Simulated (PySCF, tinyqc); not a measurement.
MP2 on RHF in the sto-3g basis, frozen core, for LiH, spin multiplicity 1, step by step. The lowest restricted solution is unstable here: a spin-polarised one lies 0.0073 hartree lower (PySCF). One step of it, computed by the program tinyqc.

Problem. Second-order Moller-Plesset energy. E2 = sum_ijab (ia|jb) [2 (ia|jb) - (ib|ja)] / (e_i + e_j - e_a - e_b) over occupied i, j and virtual a, b; the opposite-spin part is (ia|jb)^2 / denominator, the rest is same-spin, and SCS-MP2 scales them by 6/5 and 1/3.

orbital energies (hartree): MO1 -2.369135, MO2 -0.229648, MO3 0.069523, MO4 0.159574, MO5 0.159574, MO6 0.370918

Two-electron integrals over orbitals (pq|rs), unique and non-zero (hartree); the lowest 1 orbital is frozen and left out:
```
(22|22) 0.444760    (32|22) -0.062121   (32|32) 0.023953    (33|22) 0.212414
(33|32) 0.015694    (33|33) 0.325917    (42|42) 0.021015    (43|42) 0.020638
(43|43) 0.041391    (44|22) 0.240902    (44|32) 0.015565    (44|33) 0.278858
(44|44) 0.312946    (52|52) 0.021015    (53|52) 0.020638    (53|53) 0.041391
(54|54) 0.016869    (55|22) 0.240902    (55|32) 0.015565    (55|33) 0.278858
(55|44) 0.279207    (55|55) 0.312946    (62|22) 0.106059    (62|32) -0.047155
(62|33) -0.018102   (62|44) -0.039491   (62|55) -0.039491   (62|62) 0.131519
(63|22) -0.060045   (63|32) 0.019805    (63|33) 0.036944    (63|44) 0.009379
(63|55) 0.009379    (63|62) -0.041180   (63|63) 0.033104    (64|42) -0.018096
(64|43) -0.011491   (64|64) 0.018946    (65|52) -0.018096   (65|53) -0.011491
(65|65) 0.018946    (66|22) 0.415662    (66|32) -0.050099   (66|33) 0.238858
(66|44) 0.256578    (66|55) 0.256578    (66|62) 0.091751    (66|63) -0.046950
(66|66) 0.410035
```

Hartree-Fock energy = -7.80303542 hartree

Give: Terms; Pair energies; MP2 correlation energy; SCS-MP2 correlation energy; MP2 total energy.

Solution.

Terms:
```
i  j  a  b  (ia|jb)  (ib|ja)  denominator     term
2  2  6  6   0.1315   0.1315      -1.2011  -0.0144
2  2  3  6  -0.0472  -0.0472      -0.8997  -0.0025
2  2  6  3  -0.0472  -0.0472      -0.8997  -0.0025
2  2  3  3   0.0240   0.0240      -0.5983  -0.0010
2  2  5  5   0.0210   0.0210      -0.7784  -0.0006
2  2  4  4   0.0210   0.0210      -0.7784  -0.0006
```

Pair energies (hartree; pair i-j sums ij and ji):
```
pair  opposite spin  same spin
2-2         -0.0214     0.0000
```

MP2 correlation energy = -0.021437 hartree

SCS-MP2 correlation energy = -0.025724 hartree

MP2 total energy = -7.824472 hartree
